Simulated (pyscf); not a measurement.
PySCF, gas phase, ωB97X-D3(BJ)/def2-SVP geometries.

Estimate the classical barrier height and the reaction energy of HF + F–C•(F)–C(F)(F)–F → F–C(F)(F)–C(F)(F)–F + H• at ωB97M-D3(BJ)/def2-TZVP. The step runs on the doublet surface, breaks F–H and forms C–F; take the separated reactants as zero.

ΔE‡ = 208.7 kJ/mol, ΔE = +46.3 kJ/mol. Zero-point energy shifts the barrier by -11.1 kJ/mol. It is an atom transfer, with an imaginary mode of 2007i cm⁻¹. One saddle was located; it need not be the lowest between these sides. The angle at the transferred F is 177°.
